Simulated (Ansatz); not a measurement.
# CH7AlO: the cost of one run

All numbers below are computed with Ansatz 0.2.0 (RKS BLYP-D4/6-31G*).

### 1 The system as given

Bond lengths: Al1–O2 2.130 Å, O2–H3 1.010 Å, Al1–H4 1.560 Å, Al1–C5 1.970 Å, C5–H6 1.110 Å, C5–H7 1.110 Å, C5–H8 1.110 Å. Angles: Al1–O2–H3 109.5°, O2–Al1–H4 120.0°, O2–Al1–C5 120.0°, H4–Al1–C5 120.0°, Al1–C5–H6 109.5°, Al1–C5–H7 109.5°, Al1–C5–H8 109.5°, H6–C5–H7 109.4°, H6–C5–H8 109.4°, H7–C5–H8 109.4°.

As a file:

```xyz
10

Al    0.0000    0.0000    0.0000
O     0.0000    0.0000    2.1300
H    -0.9095   -0.2814    2.4671
H     1.3510    0.0000   -0.7800
C    -1.7060    0.0000   -0.9850
H    -2.2662   -0.9305   -0.7558
H    -2.3102    0.8797   -0.6796
H    -1.5043    0.0508   -2.0753
H     0.0834    1.7631    0.5865
H     0.0646    1.3656    1.5323
```

### 2 A restrained relaxation towards end A

Springs on the bonds that form and break draw the guess towards this end; the thresholds are loose.

Contents of input.yaml:

```yaml
crystal:
  periodic: [false, false, false]
  atoms:
    - { symbol: Al, position_ang: [0.0, 0.0, 0.0] }
    - { symbol: O, position_ang: [0.0, 0.0, 2.13] }
    - { symbol: H, position_ang: [-0.9095, -0.2814, 2.4671] }
    - { symbol: H, position_ang: [1.351, 0.0, -0.78] }
    - { symbol: C, position_ang: [-1.706, 0.0, -0.985] }
    - { symbol: H, position_ang: [-2.2662, -0.9305, -0.7558] }
    - { symbol: H, position_ang: [-2.3102, 0.8797, -0.6796] }
    - { symbol: H, position_ang: [-1.5043, 0.0508, -2.0753] }
    - { symbol: H, position_ang: [0.0834, 1.7631, 0.5865] }
    - { symbol: H, position_ang: [0.0646, 1.3656, 1.5323] }
basis:
  gaussian: { orbitals: "6-31G*" }
hamiltonian:
  xc: blyp
  dispersion: d4
relax:
  f_tol: 0.15
  max_steps: 25
  restrain:
    - { distance: [0, 8], at: 2.76, k: 30.0 }
    - { distance: [9, 1], at: 2.21, k: 30.0 }
    - { distance: [0, 1], at: 1.78, k: 30.0 }
    - { distance: [9, 8], at: 0.66, k: 30.0 }
```

Started as:

```sh
> ansatz run input.yaml --threads 1 --pin off --max-ram 2048MiB --backend cpu --events-out ev --progress --plain --runs-dir out
```

**Question.** How long does this run take on 1 thread of Arm Neoverse V2, shared host, and how much memory does it need?

About 16 s, with a peak of 0.12 GiB.
